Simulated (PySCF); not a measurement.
Compound: silane, SiH4.
Cartesian coordinates in Å at the GFN2-xTB level; atoms count from 1:
```
atom  x, y, z in Å
Si1    0.002    0.001   -0.003
H2    -0.332    1.237   -0.706
H3    -0.688   -1.121   -0.637
H4     1.444   -0.220   -0.063
H5    -0.417    0.107    1.392
```

Vertical excitations from PySCF (density fitting, frozen core in the response, grid level 2 and gas phase unless stated; continuum runs use non-equilibrium linear response for the excitations) on a GFN2-xTB geometry. Reference run:

| settings | S1, eV (f) | S2, eV (f) | S3, eV (f) | S4, eV (f) | S5, eV (f) | S6, eV (f) | T1, eV (Tamm–Dancoff) | mean α (au) |
| --- | --- | --- | --- | --- | --- | --- | --- | --- |
| CAM-B3LYP/def2-SVPD, full TDDFT, 8 singlets | 9.40 (0.148) | 9.40 (0.148) | 9.40 (0.148) | 9.42 (0.000) | 9.42 (0.000) | 9.42 (0.000) | 8.73 | 30.5 |

Question: What do these settings give: (1) B97-D/def2-SVPD, fitting basis def2-universal-jkfit, energy threshold 1e-06 Eh, TDA, 6 singlets; (2) WP04/3-21G, energy threshold 1e-06 Eh, full TDDFT, 6 singlets?

Answer: 
```json
{"settings": "B97-D/def2-SVPD, fitting basis def2-universal-jkfit, energy threshold 1e-06 Eh, TDA, 6 singlets", "S1, eV (f)": "8.77 (0.101)", "S2, eV (f)": "8.77 (0.101)", "S3, eV (f)": "8.77 (0.101)", "S4, eV (f)": "9.07 (0.000)", "S5, eV (f)": "9.07 (0.000)", "S6, eV (f)": "9.07 (0.000)", "T1, eV (Tamm–Dancoff)": "–", "mean α (au)": "31.3"}
{"settings": "WP04/3-21G, energy threshold 1e-06 Eh, full TDDFT, 6 singlets", "S1, eV (f)": "10.61 (0.000)", "S2, eV (f)": "10.61 (0.000)", "S3, eV (f)": "10.62 (0.000)", "S4, eV (f)": "10.87 (0.000)", "S5, eV (f)": "10.88 (0.000)", "S6, eV (f)": "11.41 (0.000)", "T1, eV (Tamm–Dancoff)": "9.37", "mean α (au)": "20.1"}
```

(1) S1 moves by -0.63 eV; functional and response scheme change together, so the shift can't be laid on one. (2) S1 moves by +1.21 eV; functional and basis change together, so the shift can't be laid on one. States are counted by energy in each run and needn't keep their character from row to row.

WP04 was designed for NMR shieldings or shifts; total energies of different functionals aren't comparable.

Question: Give the leading configurations of S1 (H = HOMO, L = LUMO) and the HOMO–LUMO gap of each run.

Answer: 
```csv
settings,S1 configurations (weight),S1 (eV),orbital gap (eV),S1 − gap (eV)
"CAM-B3LYP/def2-SVPD, full TDDFT, 8 singlets",H→L 0.98,9.40,12.47,-3.07
"B97-D/def2-SVPD, fitting basis def2-universal-jkfit, energy threshold 1e-06 Eh, TDA, 6 singlets",H→L 0.97,8.77,8.68,+0.09
"WP04/3-21G, energy threshold 1e-06 Eh, full TDDFT, 6 singlets","H−1→L 0.50, H→L+1 0.50",10.61,11.50,-0.89
```

Where S1 or the frontier orbitals are degenerate, the weights hang on an arbitrary mixing within the set.


B97-D is run here without its empirical dispersion term; that term would change no orbital, density or response property at a fixed geometry.
